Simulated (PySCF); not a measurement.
**Gas-phase XPS of dichlorosilane, computed**

Compound: dichlorosilane, Cl2H2Si.
Atom-mapped SMILES: `[Cl:1][SiH2:2][Cl:3]`

Level of theory: PySCF 2.14.0, delta-SCF UKS SCAN, pcX-2 on the ionised atom, pcseg-1 elsewhere, spin-free X2C. Vertical ΔSCF values, vacuum level as zero.

Give the core binding energies atom by atom.

| atom(s) | environment | level | binding energy (eV) | 2p1/2 (eV) | count |
| --- | --- | --- | --- | --- | --- |
| Si2 | chlorine-bound silicon | Si 2p3/2 | 108.82 | 109.44 | 1 |
| Cl1/Cl3 | silicon-bound chlorine | Cl 2p3/2 | 206.61 | 208.27 | 2 |
| Si2 | chlorine-bound silicon | Si 1s | 1848.79 | – | 1 |
| Cl1/Cl3 | silicon-bound chlorine | Cl 1s | 2829.17 | – | 2 |

Which photon wavelength matches the Cl 2p3/2 of Cl1/Cl3 threshold?

λ = hc/E = 12398.42 eV Å / 206.61 eV = 60.009 Å.

The first atom of each set that the bonding makes equivalent was ionised and stands for the set. Spin–orbit and ligand-field terms were added within each 2p shell after the spin-free SCF. 2p1/2 minus 2p3/2 (ligand field included): Cl 1.65 eV, Si 0.63 eV. Isolated species at its GFN2-xTB geometry, gas phase.
